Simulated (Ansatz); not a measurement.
**Dissociation curves of C2H2F (SMILES C=[C]F)**

The species is C2H2F (5 atoms), meant as a doublet with charge 0. SMILES: `C=[C]F`. The coordinates come from a PBE0-D4/def2-TZVP relaxation.

```xyz
5

C     0.4882   -0.2004    0.0084
C    -0.5927    0.3937    0.4471
F    -1.7256    0.6295   -0.1489
H     0.5347   -0.5904   -1.0054
H     1.3452   -0.3062    0.6575
```

The C1–C2 distance is scanned; the parts on either side stay rigid. Basis STO-3G, 3 core orbitals frozen in the correlated methods; program Ansatz 0.2.0. FCI is exact within this basis and core. Energies in eV from each method's value at 1.309 Å; open shells run as named. The shape above is that at 1.309 Å.

```csv
distance (Å),UBHLYP,RPA@PBE,UCCSD,UBCCD(T),FCI
1.309,0.00,0.00,0.00,0.00,0.00
1.636,1.75,1.33,1.43,1.36,1.32
1.964,4.06,3.63,4.02,3.97,3.85
2.618,5.50,5.14,5.21,5.11,5.06
3.273,5.71,5.13,5.31,5.24,5.24
```

Departure from the FCI curve at its largest: UBHLYP +0.47 eV at 3.27 Å; RPA@PBE -0.21 eV at 1.96 Å; UCCSD +0.17 eV at 1.96 Å; UBCCD(T) +0.13 eV at 1.96 Å. Functionals converge differently with the basis, so for them the departure isn't an error alone.
